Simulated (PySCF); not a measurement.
Compound: C5H7F.
SMILES with atom numbers: `[F:1][C@H:2]1[CH:3]=[CH:4][CH2:5][CH2:6]1` (hydrogens: H7 on C2; H8 on C3; H9 on C4; H10, H11 on C5; H12, H13 on C6)

Method: PySCF, PBE0-D3(BJ)/def2-SVP geometry optimisation, gas phase; density fitting, grid level 1; the optimiser is geomeTRIC in internal coordinates, started from a GFN2-xTB structure with every atom displaced at random (about 0.01 Å).

Step 0: E = -8000.6994 eV
```
atom  x, y, z in Å  |  force x, y, z in eV/Å
F1      0.9024   -2.1732   -0.4179   -0.213   0.663   0.217
C2      0.6720   -0.9753    0.2844    0.038  -0.615  -0.543
C3      1.2446    0.2105   -0.4317    3.272  -2.616  -0.073
C4      0.4135    1.1774   -0.5827   -3.485   1.723   0.427
C5     -0.9559    0.8331    0.0157    1.210   0.400   0.677
C6     -0.8240   -0.6442    0.3801    0.205  -0.118  -0.018
H7      1.1627   -1.1448    1.2578   -0.085   0.155   0.120
H8      2.3019    0.2040   -0.7740   -0.538   0.018   0.244
H9      0.5679    2.1479   -1.0149    0.367   0.551  -0.396
H10    -1.7634    1.0332   -0.6663   -0.691   0.214  -0.567
H11    -1.1365    1.4510    0.9235    0.018  -0.068  -0.281
H12    -1.2132   -0.8740    1.3726   -0.231  -0.091   0.198
H13    -1.3714   -1.2509   -0.3536    0.135  -0.214  -0.005
```

Step 1: E = -8000.8200 eV
```
atom  x, y, z in Å  |  force x, y, z in eV/Å
F1      0.8920   -2.1854   -0.2922    0.224  -0.051  -0.149
C2      0.6911   -0.9597    0.3054   -0.330  -0.157   0.369
C3      1.2792    0.1912   -0.4579   -1.009  -0.010  -0.359
C4      0.3576    1.1605   -0.6121    0.645  -0.117   0.706
C5     -0.9430    0.8482    0.0724   -0.111  -0.071  -0.624
C6     -0.8160   -0.6520    0.3544    0.064  -0.077  -0.027
H7      1.1258   -1.0462    1.3242    0.038   0.092  -0.137
H8      2.2804    0.1627   -0.8788    0.251   0.133   0.098
H9      0.5540    2.1456   -1.0262    0.049   0.145  -0.363
H10    -1.7971    1.0911   -0.5953    0.090  -0.023   0.318
H11    -1.0582    1.4543    0.9860   -0.033  -0.002   0.054
H12    -1.3010   -0.9802    1.2849    0.044   0.025   0.011
H13    -1.2641   -1.2353   -0.4716    0.078   0.113   0.105
```

Task: Estimate the geometry and energy of step 2. (The exact step hangs on the optimiser's Hessian estimate; all steps are aligned on step 1, rigid shifts and turns removed.)

Result: E = -8000.8592 eV, largest force 0.563 eV/Å
```
atom  x, y, z in Å  |  force x, y, z in eV/Å
F1      0.9206   -2.1919   -0.3019    0.004   0.079   0.004
C2      0.6803   -0.9754    0.3074   -0.204   0.126   0.018
C3      1.2396    0.1793   -0.4635    0.358   0.091  -0.385
C4      0.3697    1.1857   -0.6022   -0.032  -0.360   0.432
C5     -0.9389    0.8477    0.0623   -0.079   0.125  -0.155
C6     -0.8176   -0.6571    0.3547    0.010  -0.033   0.002
H7      1.1330   -1.0402    1.3161    0.017   0.010  -0.038
H8      2.2606    0.1640   -0.8517    0.065   0.044   0.078
H9      0.5819    2.1595   -1.0542   -0.025  -0.114  -0.078
H10    -1.8005    1.0930   -0.5822   -0.030  -0.006   0.086
H11    -1.0605    1.4427    0.9841   -0.043  -0.013   0.046
H12    -1.2999   -0.9751    1.2895   -0.017   0.041   0.002
H13    -1.2677   -1.2375   -0.4653   -0.024   0.010  -0.012
```

The energy changes by -0.0392 eV. The first-order estimate −F·Δx gives -0.0925 eV and the mean of the old and new forces, exact on a quadratic surface, -0.0391 eV. The step makes an angle of 54° with the force vector and moves no atom by more than 0.042 Å.

The cost below is that of the whole optimisation. On one thread, Arm Neoverse V2 (aarch64), no GPU (shared host), this took 27 s of wall time and 0.51 GiB of memory at its peak.
